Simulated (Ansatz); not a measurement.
Isomers of C$_{6}$H$_{12}$, relaxed with PBE0-D4/def2-TZVP in Ansatz; electronic energies, one conformer each and not always the lowest. Functionals use def2-TZVPP; CBS adds triple-zeta CCSD(T) − MP2 to the MP2 limit of def2-TZVPP and def2-QZVPP.

(1) Order them by energy at frozen-core CCSD(T)/CBS, lowest first. (Estimate.)
A. `CC1CCCC1`
B. `C/C=C(\C)CC`
C. `C=CC(C)CC`
D. `C1CCCCC1`
E. `C=CCCCC`

(2) How do B3LYP, ωB97M-V, MP2/CBS(def2), PBE-D4 place them (kJ/mol, against `CC1CCCC1`)? (An estimate is asked.)

Answers

(1) A (0.0 kJ/mol), D (5.9 kJ/mol), B (54.0 kJ/mol), C (62.4 kJ/mol), E (69.4 kJ/mol).

(2) Ansatz gave: 
```json
{"isomer": "`C/C=C(\\C)CC`", "B3LYP": "34.0", "ωB97M-V": "57.0", "MP2/CBS(def2)": "60.6", "PBE-D4": "49.1"}
{"isomer": "`C=CC(C)CC`", "B3LYP": "49.2", "ωB97M-V": "67.2", "MP2/CBS(def2)": "70.2", "PBE-D4": "66.5"}
{"isomer": "`C1CCCCC1`", "B3LYP": "8.5", "ωB97M-V": "6.3", "MP2/CBS(def2)": "7.1", "PBE-D4": "7.4"}
{"isomer": "`C=CCCCC`", "B3LYP": "53.9", "ωB97M-V": "73.4", "MP2/CBS(def2)": "78.9", "PBE-D4": "71.9"}
```

B3LYP here is the variant with VWN-RPA as its local correlation; programs differ in this.
